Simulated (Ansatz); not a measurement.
Cubic perovskite CsSnBr3, treated with revPBE (PAW; Ansatz, a quantum-chemistry and plane-wave program).

Run with plane-wave cutoff 520 eV, 6×6×6 k mesh, Fermi–Dirac smearing 0.01 eV, scalar-relativistic PAW data made under PBE.

Properties against volume:

| V (Å³/atom) | P (GPa) | direct gap at Γ (eV) | smallest gap on the k mesh (eV) |
|---|---|---|---|
| 40.605 | 1.18 | 5.364 | 0.643 |
| 41.469 | 0.74 | 5.328 | 0.747 |
| 42.333 | 0.35 | 5.293 | 0.845 |
| 43.197 | 0.00 | 5.260 | 0.935 |
| 44.061 | -0.31 | 5.226 | 1.020 |
| 44.925 | -0.59 | 5.194 | 1.098 |
| 45.789 | -0.84 | 5.162 | 1.171 |

The fundamental gap (0.94 eV at the equilibrium volume, with added k points) lies elsewhere than Γ–Γ.

Note: the relaxation could not lower the start's symmetry, so the cell can be a saddle point above a distorted one.

Spin–orbit coupling is not included.
